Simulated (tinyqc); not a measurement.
Inside a calculation. Method: RKS/LDA (PW92) in the sto-3g basis, for OH-, spin multiplicity 1. The basis has no diffuse functions, so it cannot describe the extra electron: this is an exercise in the method, not the real anion. One step of it, computed by the program tinyqc.

Task: Iteration 1: building the Kohn-Sham matrix. J_ij = sum D_kl (ij|kl); F = H + J + V_xc; E = tr D H + tr D J / 2 + E_xc + E_nn.

D at the start:
```
            1O 1s      1O 2s    1O 2px    1O 2py     1O 2pz      2H 1s
1O 1s    2.387207  -0.551379  0.000000  0.000000   0.018428  -0.023727
1O 2s   -0.551379   2.346554  0.000000  0.000000  -0.096219   0.062670
1O 2px   0.000000   0.000000  1.456043  0.000000   0.000000   0.000000
1O 2py   0.000000   0.000000  0.000000  1.456043   0.000000   0.000000
1O 2pz   0.018428  -0.096219  0.000000  0.000000   1.328812   0.130231
2H 1s   -0.023727   0.062670  0.000000  0.000000   0.130231   1.122269
```

core Hamiltonian H = T + V (hartree):
```
             1O 1s      1O 2s     1O 2px     1O 2py     1O 2pz      2H 1s
1O 1s   -32.184875  -7.485922   0.000000   0.000000  -0.016480  -1.839598
1O 2s    -7.485922  -8.804416   0.000000   0.000000  -0.191686  -3.692840
1O 2px    0.000000   0.000000  -6.966513   0.000000   0.000000   0.000000
1O 2py    0.000000   0.000000   0.000000  -6.966513   0.000000   0.000000
1O 2pz   -0.016480  -0.191686   0.000000   0.000000  -7.099989  -2.546564
2H 1s    -1.839598  -3.692840   0.000000   0.000000  -2.546564  -4.838483
```

Two-electron integrals (ij|kl) in chemists' order, unique and non-zero (hartree):
```
(11|11) 4.785065   (21|11) 0.741380   (21|21) 0.136873   (22|11) 1.118947
(22|21) 0.256633   (22|22) 0.817206   (31|31) 0.024477   (32|31) 0.037809
(32|32) 0.180518   (33|11) 1.115814   (33|21) 0.256684   (33|22) 0.817023
(33|33) 0.880159   (41|41) 0.024477   (42|41) 0.037809   (42|42) 0.180518
(43|43) 0.047444   (44|11) 1.115814   (44|21) 0.256684   (44|22) 0.817023
(44|33) 0.785270   (44|44) 0.880159   (51|51) 0.024477   (52|51) 0.037809
(52|52) 0.180518   (53|53) 0.047444   (54|54) 0.047444   (55|11) 1.115814
(55|21) 0.256684   (55|22) 0.817023   (55|33) 0.785270   (55|44) 0.785270
(55|55) 0.880159   (61|11) 0.183818   (61|21) 0.033625   (61|22) 0.062559
(61|33) 0.062442   (61|44) 0.062442   (61|51) 0.001540   (61|52) 0.002870
(61|55) 0.062800   (61|61) 0.008367   (62|11) 0.423619   (62|21) 0.098272
(62|22) 0.343722   (62|33) 0.338091   (62|44) 0.338091   (62|51) 0.007324
(62|52) 0.054699   (62|55) 0.354666   (62|61) 0.024564   (62|62) 0.175314
(63|31) 0.010564   (63|32) 0.060463   (63|53) 0.011519   (63|63) 0.025733
(64|41) 0.010564   (64|42) 0.060463   (64|54) 0.011519   (64|64) 0.025733
(65|11) 0.294798   (65|21) 0.069310   (65|22) 0.258969   (65|33) 0.247079
(65|44) 0.247079   (65|51) 0.015124   (65|52) 0.099811   (65|55) 0.282466
(65|61) 0.018131   (65|62) 0.160448   (65|65) 0.170991   (66|11) 0.545626
(66|21) 0.128629   (66|22) 0.513522   (66|33) 0.492580   (66|44) 0.492580
(66|51) 0.013022   (66|52) 0.131573   (66|55) 0.554791   (66|61) 0.032481
(66|62) 0.321824   (66|65) 0.336647   (66|66) 0.774606
```

nuclear repulsion = 4.55696199 hartree

V_xc (hartree):
```
            1O 1s      1O 2s     1O 2px     1O 2py     1O 2pz      2H 1s
1O 1s   -3.032519  -0.430772   0.000000   0.000000  -0.000112  -0.107493
1O 2s   -0.430772  -0.807815   0.000000   0.000000  -0.016155  -0.337828
1O 2px   0.000000   0.000000  -0.798259   0.000000   0.000000   0.000000
1O 2py   0.000000   0.000000   0.000000  -0.798259   0.000000   0.000000
1O 2pz  -0.000112  -0.016155   0.000000   0.000000  -0.814261  -0.266404
2H 1s   -0.107493  -0.337828   0.000000   0.000000  -0.266404  -0.529520
```

E_xc = sum of w rho eps_xc = -9.68558038 hartree

Give: Coulomb J; Kohn-Sham matrix F; total energy of this density.

Result:

Coulomb J (hartree):
```
          1O 1s   1O 2s  1O 2px  1O 2py  1O 2pz   2H 1s
1O 1s   18.6966  3.4828  0.0000  0.0000  0.0130  0.8572
1O 2s    3.4828  8.4546  0.0000  0.0000  0.1470  3.5788
1O 2px   0.0000  0.0000  8.4228  0.0000  0.0000  0.0000
1O 2py   0.0000  0.0000  0.0000  8.4228  0.0000  0.0000
1O 2pz   0.0130  0.1470  0.0000  0.0000  8.4918  2.7528
2H 1s    0.8572  3.5788  0.0000  0.0000  2.7528  5.5083
```

Kohn-Sham matrix F (hartree):
```
           1O 1s    1O 2s  1O 2px  1O 2py   1O 2pz    2H 1s
1O 1s   -16.5208  -4.4339  0.0000  0.0000  -0.0036  -1.0899
1O 2s    -4.4339  -1.1577  0.0000  0.0000  -0.0608  -0.4519
1O 2px    0.0000   0.0000  0.6580  0.0000   0.0000   0.0000
1O 2py    0.0000   0.0000  0.0000  0.6580   0.0000   0.0000
1O 2pz   -0.0036  -0.0608  0.0000  0.0000   0.5776  -0.0602
2H 1s    -1.0899  -0.4519  0.0000  0.0000  -0.0602   0.1403
```

total energy of this density = -78.658821 hartree

This density is the starting one; it is not idempotent, so its energy is not variational and may lie below the converged one.
